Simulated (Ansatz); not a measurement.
A nudged elastic band was laid between two geometries of C₂H₃FN (7 atoms, charge 0, multiplicity 2).

Computed with Ansatz, UKS PBE-D4/def2-SVP.

```json
{
  "movable images": "5",
  "climbing image": "yes",
  "spring": "5.0 eV/Å²",
  "optimiser": "quadratic models (default)",
  "start path": "through a guess of the saddle point",
  "force threshold": "0.05 eV/Å",
  "iteration limit": "60",
  "end points": "relaxed"
}
```

Initial state:

```xyz
7
Properties=species:S:1:pos:R:3
N -1.383 0.842 -0.045
C -0.201 0.615 0.268
C 0.685 -0.534 -0.043
F 0.102 -1.529 -0.815
H -1.824 1.719 0.280
H 1.587 -0.142 -0.568
H 1.033 -0.972 0.922
```

Final state:

```xyz
7
Properties=species:S:1:pos:R:3
N -1.280 0.660 0.006
C -0.053 0.287 0.302
C 0.633 -0.699 -0.437
F 0.068 -1.302 -1.475
H -1.578 1.388 0.677
H 1.660 -1.036 -0.217
H 0.550 0.702 1.144
```

Problem. What changes between the two ends?

Solution. Bonds broken: C3–H7. Bonds formed: C2–H7.

Problem. What energy profile does the band end with?

Solution. The run converged. The highest image is number 3 of 0 to 6, 1.61 eV above the first end and 2.05 eV above the last; the last end lies 0.44 eV below the first. A vibrational analysis at the climbing image gives one clearly imaginary mode, 1506i cm⁻¹: a first-order saddle point.

```
image  path coordinate (Å)  energy (eV)  C3–H7 (Å)  C2–H7 (Å)
    0                 0.00         0.00       1.12       2.11
    1                 0.46         0.11       1.12       1.98
    2                 0.93         0.66       1.15       1.71
    3                 1.39         1.61       1.40       1.34
    4                 1.88         0.49       1.80       1.14
    5                 2.37        -0.25       2.04       1.11
    6                 2.85        -0.44       2.11       1.12
```

Problem. What is the geometry of the highest image?

Solution. 
```xyz
7
Properties=species:S:1:pos:R:3
N -1.325 0.921 -0.029
C -0.125 0.509 0.066
C 0.655 -0.582 -0.350
F 0.187 -1.660 -1.029
H -1.689 1.493 0.745
H 1.753 -0.487 -0.398
H 0.545 -0.194 0.995
```

Problem. What are the harmonic wavenumbers there?

Solution. 1506i, 205, 525, 546, 666, 723, 946, 1015, 1130, 1156, 1333, 1749, 1928, 3119, 3442 cm⁻¹.

Time of the run: 33 s on 2 threads of AMD EPYC 9R14 (Zen 4), with other jobs on the host, peak memory 0.16 GiB.
